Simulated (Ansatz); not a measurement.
Born–Oppenheimer molecular dynamics of ClH5Si (7 atoms, charge 0, multiplicity 1). It starts at the highest image of a converged band. Of that band: Neighbouring images differ by up to 1.7 eV, so the band resolves the path poorly. A vibrational analysis at the climbing image gives one clearly imaginary mode, 998i cm⁻¹: a first-order saddle point.

Level of theory: RKS B3LYP-D4/6-31G* (Ansatz).

| Item | Value |
| --- | --- |
| ensemble | NVE (velocity Verlet) |
| time step | 0.5 fs |
| steps asked | 200 |
| starting velocities drawn for | 100 K |
| seed | 9676 |

First frame:

```xyz
7
Properties=species:S:1:pos:R:3
Si -0.177 0.000 -0.059
H 0.047 0.000 1.648
H 1.319 0.000 -0.017
H -0.564 1.289 -0.656
H -0.564 -1.289 -0.656
Cl -2.487 0.000 1.050
H -0.833 0.000 1.678
```

How far do the bonds stretch over the last three quarters of this one trajectory? (Pairs bonded in most of those frames.)


```tsv
bond	mean (Å)	spread (Å)	shortest	longest
Si1–H3	1.489	0.020	1.46	1.53
Si1–H4	1.486	0.007	1.47	1.50
Si1–H5	1.484	0.011	1.46	1.50
Si1–Cl6	2.224	0.235	1.83	2.51
H2–H7	0.744	0.016	0.72	0.77
```

Mean temperature of the second half: 2975 K. The conserved energy stayed within 0.12 meV per atom of its start (net change 0.034 meV per atom), so the integration is sound. The kinetic energy rose, since the run started high on the potential surface and went downhill. It ends in pieces (ClH3Si + H2), so much of that is their flight and rotation, not heat. A run of 0.1 ps of so small a system gives no equilibrium averages. The orbitals stay closed-shell, which can raise the energy where a bond breaks towards radicals; this wasn't checked here.

Run time: 4 min on 1 thread of Intel(R) Xeon(R) 6975P-C (Granite Rapids) (shared host), peak memory 0.12 GiB.
